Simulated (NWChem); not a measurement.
# C2H6B (SMILES [CH2]BC): levels of theory compared

Aim: a comparison of 4 runs (UHF/STO-3G, UHF/3-21G, UB3LYP/6-31G*) of C2H6B. 

The calculation is run with NWChem 7.3.0.

**1. Starting point**

The species is C2H6B (9 atoms), meant as a doublet with charge 0. As SMILES, `[CH2]BC`. The coordinates come from a PBE0-D4/def2-TZVP relaxation. This is one conformer, not always the lowest.

Bond lengths: C1–B2 1.531 Å, B2–C3 1.561 Å, C1–H4 1.088 Å, C1–H5 1.087 Å, B2–H6 1.202 Å, C3–H7 1.092 Å, C3–H8 1.097 Å, C3–H9 1.097 Å. Some angles: C1–B2–C3 122.9°, C1–B2–H6 118.3°, C3–B2–H6 118.8°, B2–C1–H4 122.7°, B2–C1–H5 123.3°, B2–C3–H7 115.2°, B2–C3–H8 109.8°, B2–C3–H9 110.0°, H4–C1–H5 113.9°, H7–C3–H8 108.4°.

**2. Energy and forces at UHF/STO-3G (run 1)**

m1.xyz

```xyz
9
C2H6B
C     -0.840100     0.743300    -1.023500
B      0.191800     0.540800     0.089100
C      0.525000    -0.860100     0.691800
H     -1.406600    -0.078400    -1.457800
H     -1.074500     1.714900    -1.450600
H      0.769100     1.506600     0.513000
H     -0.036500    -1.695300     0.267500
H      1.596100    -1.069200     0.576400
H      0.364200    -0.849200     1.777100
```

m1.nw

```
echo
start m1
title "C2H6B"
memory total 2200 mb
geometry noautosym nocenter noautoz
   load m1.xyz
end
basis spherical bse
   C library STO-3G
   B library STO-3G
   H library STO-3G
end
scf
   nopen 1
   uhf
   thresh 1e-08
   maxiter 80
   print medium
end
task scf gradient
```

On the command line:

```sh
$ nwchem m1.nw > m1.out
```

The program printed:

```text
[...]
  functions       =    21
[...]
  wavefunction    = UHF
[...]
         Total SCF energy =   -102.630560359546
      One electron energy =   -257.965990162998
      Two electron energy =     94.674578993614
 Nuclear repulsion energy =     60.660850809838
                       Sz =      0.5000
                 Sz(Sz+1) =      0.7500
                      S^2 =      0.7597
[...]
                         UHF ENERGY GRADIENTS
    atom               coordinates                        gradient
                 x          y          z           x          y          z
   1 C      -1.587559   1.404633  -1.934135    0.003465   0.000717   0.003440
   2 B       0.362449   1.021964   0.168375   -0.008760  -0.027858  -0.004086
   3 C       0.992106  -1.625353   1.307312   -0.010600   0.014754  -0.013317
   4 H      -2.658089  -0.148155  -2.754843   -0.001926  -0.002768  -0.001446
   5 H      -2.030511   3.240691  -2.741237   -0.000858   0.002274  -0.001338
   6 H       1.453388   2.847061   0.969429    0.011397   0.020601   0.008097
   7 H      -0.068975  -3.203652   0.505502   -0.003683  -0.006884  -0.002631
   8 H       3.016192  -2.020495   1.089238    0.009110  -0.001061   0.002080
   9 H       0.688238  -1.604755   3.358232    0.001855   0.000224   0.009201
[...]
```

Wall time 1.3 s (1 thread of AMD EPYC 9R45 (Zen 5), shared host); peak memory 0.1 GiB.

**3. Energy and gradient at UHF/3-21G (run 2)**

a.nw

```
start a
memory stack 880 mb heap 220 mb global 1100 mb
charge 0

geometry units angstrom noautosym nocenter noautoz
 C    -0.840100    0.743300   -1.023500
 B     0.191800    0.540800    0.089100
 C     0.525000   -0.860100    0.691800
 H    -1.406600   -0.078400   -1.457800
 H    -1.074500    1.714900   -1.450600
 H     0.769100    1.506600    0.513000
 H    -0.036500   -1.695300    0.267500
 H     1.596100   -1.069200    0.576400
 H     0.364200   -0.849200    1.777100
end

basis spherical bse
 * library 3-21G
end

scf
 doublet
 uhf
 thresh 1e-08
 maxiter 80
 print medium
end

task scf gradient
```

On the command line:

```sh
$ nwchem a.nw > a.out
```

The program printed:

```text
[...]
  functions       =    39
[...]
  wavefunction    = UHF
[...]
         Total SCF energy =   -103.301291246177
      One electron energy =   -257.652803601234
      Two electron energy =     93.690661545219
 Nuclear repulsion energy =     60.660850809838
                       Sz =      0.5000
                 Sz(Sz+1) =      0.7500
                      S^2 =      0.7569
[...]
                         UHF ENERGY GRADIENTS
    atom               coordinates                        gradient
                 x          y          z           x          y          z
   1 C      -1.587559   1.404633  -1.934135    0.010110  -0.002867   0.011014
   2 B       0.362449   1.021964   0.168375   -0.002116  -0.009676  -0.000486
   3 C       0.992106  -1.625353   1.307312   -0.006069   0.011610  -0.008269
   4 H      -2.658089  -0.148155  -2.754843   -0.003609  -0.004736  -0.002825
   5 H      -2.030511   3.240691  -2.741237   -0.001628   0.005744  -0.002787
   6 H       1.453388   2.847061   0.969429    0.001137   0.002828   0.000675
   7 H      -0.068975  -3.203652   0.505502   -0.002429  -0.003950  -0.001841
   8 H       3.016192  -2.020495   1.089238    0.003816   0.000262   0.000739
   9 H       0.688238  -1.604755   3.358232    0.000789   0.000786   0.003779
[...]
```

Run time: 1.4 s. Hardware: 1 thread of AMD EPYC 9R45 (Zen 5), shared host; peak memory 0.099 GiB.

Run 3 isn't shown in full; the table further down has it.

**4. Energy and gradient at UB3LYP/6-31G(d) (Cartesian functions) (run 4)**

c2h6b.xyz

```xyz
9
C2H6B
C     -0.840100     0.743300    -1.023500
B      0.191800     0.540800     0.089100
C      0.525000    -0.860100     0.691800
H     -1.406600    -0.078400    -1.457800
H     -1.074500     1.714900    -1.450600
H      0.769100     1.506600     0.513000
H     -0.036500    -1.695300     0.267500
H      1.596100    -1.069200     0.576400
H      0.364200    -0.849200     1.777100
```

run.py

```python
from ase.io import read
from ase.calculators.nwchem import NWChem

mol = read('c2h6b.xyz')

calc = NWChem(
    label='c2h6b',
    theory='dft',
    memory='2200 mb',
    basis='6-31G*',
    dft={'xc': 'b3lyp', 'mult': '2', 'grid': 'xfine', 'convergence': 'energy 1e-08', 'iterations': '100', 'mulliken': None},
)
mol.calc = calc

forces = mol.get_forces()
e = mol.get_potential_energy()
print(f"E = {e:.6f} eV")
print("forces (eV/A):")
for s, f in zip(mol.symbols, forces):
    print(f"{s:2s} {f[0]:10.5f} {f[1]:10.5f} {f[2]:10.5f}")
```

On the command line:

```sh
$ export ASE_NWCHEM_COMMAND="nwchem PREFIX.nwi > PREFIX.nwo"
$ python run.py
```

The program printed:

```text
E = -2846.849313 eV
forces (eV/A):
C    -0.03394    0.02833   -0.03857
B     0.06309    0.20857    0.02823
C     0.05734   -0.08258    0.07029
H    -0.06911   -0.05703   -0.06222
H    -0.04551    0.08140   -0.06284
H     0.00190    0.00257    0.00134
H    -0.05548   -0.11375   -0.03425
H     0.11364   -0.04685   -0.02113
H    -0.03193   -0.02062    0.11914
```

The calculator wrote c2h6b.nwi:

```
title "c2h6b"

permanent_dir c2h6b

scratch_dir c2h6b

start c2h6b

geometry units angstrom nocenter noautosym noautoz
  C  -8.4009999999999996e-01 7.4329999999999996e-01 -1.0235000000000001e+00
  B  1.9180000000000000e-01 5.4079999999999995e-01 8.9099999999999999e-02
  C  5.2500000000000002e-01 -8.6009999999999998e-01 6.9179999999999997e-01
  H  -1.4066000000000001e+00 -7.8399999999999997e-02 -1.4578000000000000e+00
  H  -1.0745000000000000e+00 1.7149000000000001e+00 -1.4505999999999999e+00
  H  7.6910000000000001e-01 1.5065999999999999e+00 5.1300000000000001e-01
  H  -3.6499999999999998e-02 -1.6953000000000000e+00 2.6750000000000002e-01
  H  1.5961000000000001e+00 -1.0691999999999999e+00 5.7640000000000002e-01
  H  3.6420000000000002e-01 -8.4919999999999995e-01 1.7770999999999999e+00
end

memory 2200 mb

basis noprint
   * library 6-31G*
end

dft
  xc b3lyp
  mult 2
  grid xfine
  convergence energy 1e-08
  iterations 100
  mulliken
end

task dft gradient
```

c2h6b.nwo:

```text
Northwest Computational Chemistry Package (NWChem) 7.3.0
             --------------------------------------------------------

           Job information
           ---------------

    nwchem branch   = 7.3.0
    use scalapack   = T
    input           = c2h6b.nwi
    prefix          = c2h6b.
    data base       = c2h6b/c2h6b.db
    status          = startup
    nproc           =        1

           Memory information
           ------------------

[... 5 lines left out ...]
    hardfail = no
[... 122 lines left out ...]
          Convergence on energy requested:  1.00D-08
[... 29 lines left out ...]
          total energy or number of iterations.
[... 89 lines left out ...]
      One electron energy =     -258.845337488296
[... 927 lines left out ...]
          Convergence on energy requested:  1.00D-08
[... 29 lines left out ...]
          total energy or number of iterations.
[... 36 lines left out ...]
                 ----------------------------------------
                 |  Time  |  1-e(secs)   |  2-e(secs)   |
                 ----------------------------------------
                 |  CPU   |       0.00   |       0.40   |
                 ----------------------------------------
                 |  WALL  |       0.00   |       0.40   |
                 ----------------------------------------

 Task  times  cpu:       24.6s     wall:       24.6s
 Total times  cpu:       24.7s     wall:       24.7s
```

It took 26 s on 1 thread of AMD EPYC 9R45 (Zen 5), shared host; peak memory 0.14 GiB.

**5. All runs side by side**

| run | level | iteration cap | module | energy (Eh) | dipole moment (D) | HOMO energy (eV) | LUMO energy (eV) | wall time |
| --- | --- | --- | --- | --- | --- | --- | --- | --- |
| 1 | UHF/STO-3G | 80 | scf | -102.630560 | 0.44 | -9.71 | 5.08 | 1.3 s |
| 2 | UHF/3-21G | 80 | scf | -103.301291 | 0.63 | -10.76 | 1.52 | 1.4 s |
| 3 | UB3LYP/6-31G* (spherical functions) | 100 | dft | -104.617904 | 0.82 | -7.01 | -3.25 | 24 s |
| 4 | UB3LYP/6-31G* (Cartesian functions) | 100 | dft | -104.619783 | 0.82 | -7.01 | -3.25 | 26 s |

**6. Results**

| quantity | value |
| --- | --- |
| run 4: total energy | -104.61978 Eh |
| run 4: dipole moment | 0.82 D |
| run 4: HOMO energy (highest over α and β) | -7.01 eV |
| run 4: LUMO energy (lowest over α and β) | -3.25 eV |
| run 4: ⟨S²⟩ | 0.752 |
| run 4: largest force on an atom | 0.220 eV/Å |

What this shows: The dipole moment (its size) runs from 0.44 D (UHF/STO-3G) to 0.82 D (UB3LYP/6-31G*). The two ends differ in method and basis. In run 1 the basis is minimal, so the values are rough. All runs together took 53 s, the longest 26 s.
